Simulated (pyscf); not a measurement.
Thermochemistry of product channels of H₂S + Cl–Ge:–Cl [singlet] on the singlet surface, in eV, from ωB97M-D3(BJ)/def2-TZVP energies (ideal gas, 1 atm, RRHO with modes under 100 cm⁻¹ raised to 100, one conformer, R ln 2 for chiral ones without a mode under 150 cm⁻¹). Structures and frequencies: ωB97X-D3(BJ)/def2-SVP in PySCF.

```csv
products,ΔE,ΔH(298 K),ΔG(600 K),ΔG(900 K)
S=Ge(Cl)–Cl + H₂,+0.59,+0.53,+0.77,+0.86
HS–GeH(Cl)–Cl,-0.83,-0.77,+0.13,+0.56
HS–Ge:–Cl [singlet] + HCl,+0.26,+0.27,+0.31,+0.32
```

The channel to HS–GeH(Cl)–Cl turns unfavourable between 298 and 1200 K (ΔG from -0.32 eV to +0.96 eV).

These are energies of the channels, which say nothing of barriers. Elements up to Kr have no core potential and no relativistic terms here.
